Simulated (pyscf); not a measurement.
•H₂C–CH₃ + H₂O → H₃C–CH₂–OH + H• (substitution at O; doublet surface; H–O broken, C–O formed). Structures and frequencies: ωB97X-D3(BJ)/def2-SVP in PySCF. Correlated levels are frozen-core, on RHF or UHF. ΔMP2 is the change of the MP2 total energy from the triple- to the quadruple-zeta basis. Energies in kcal/mol from the separated reactants.

```tsv
level	barrier	reaction energy
ωB97X-D3(BJ)/def2-TZVP	50.6	+22.6
PBE/def2-TZVP	38.5	+22.7
r²SCAN/def2-TZVP	43.7	+27.0
B3LYP-D3(BJ)/def2-TZVP	44.9	+26.3
ωB97M-D3(BJ)/def2-TZVP	49.2	+23.7
HF/def2-TZVP	71.0	+26.1
CCSD(T)/def2-TZVPP + ΔMP2(QZVPP)	51.1	+26.1
```

This is the saddle that the search found; another between the same sides may lie lower. The angle at the attacked O is 159°. The CCSD(T) − MP2 part came from Ansatz, without density fitting, on the same reference.
